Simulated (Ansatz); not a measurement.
Process, species as SMILES: C=CCl + 3 [H][H] (H2) → 2 C (CH4) + Cl (HCl)
B3LYP-D3(BJ)/def2-TZVP geometries, fixed; electronic energies without zero-point terms.
Largest species:
```
C
C 1 1.3205
H 1 1.0805 2 123.94
H 2 1.0811 1 122.25 3 180.00
H 2 1.0820 4 118.23 1 180.00
Cl 1 1.7376 3 112.62 2 180.00
```
Charge 0, spin multiplicity 1.

Effect of a fitting basis named in the input at MP2/aug-cc-pV(T+d)Z with Ansatz (an electronic-structure program), against the last row, where the energy of full hydrogenation is -76.21 kcal/mol. Cores are frozen. The default fits or decomposes integrals by the program's own choice; accuracy: high also tightens integrals, grids and stops.

| setting | largest shift of a total energy (mEh) | shift of the energy of full hydrogenation (kcal/mol) |
|---|---|---|
| fitting: def2-universal-jkfit and def2-SVP-RIFIT | -3.492 | -0.139 |
| fitting: def2-universal-jkfit and cc-pVDZ-RIFIT | -2.709 | -0.122 |
| fitting: def2-universal-jkfit and cc-pVTZ-RIFIT | 0.165 | -0.137 |
| fitting: def2-universal-jkfit and aug-cc-pVTZ-RIFIT | 0.203 | -0.035 |
| fitting: def2-universal-jkfit and cc-pVQZ-RIFIT | 0.194 | -0.040 |
| fitting: def2-universal-jkfit and aug-cc-pVQZ-RIFIT | 0.164 | -0.037 |
| accuracy: high | -0.001 | 0.000 |
| accuracy: medium (default) | 0.000 | 0.000 |

Within 0.1 kcal/mol in the energy of full hydrogenation: fitting: def2-universal-jkfit and aug-cc-pVTZ-RIFIT; fitting: def2-universal-jkfit and cc-pVQZ-RIFIT; fitting: def2-universal-jkfit and aug-cc-pVQZ-RIFIT; accuracy: high. The largest shift is 3.492 mEh in a total energy and 0.139 kcal/mol in the difference.
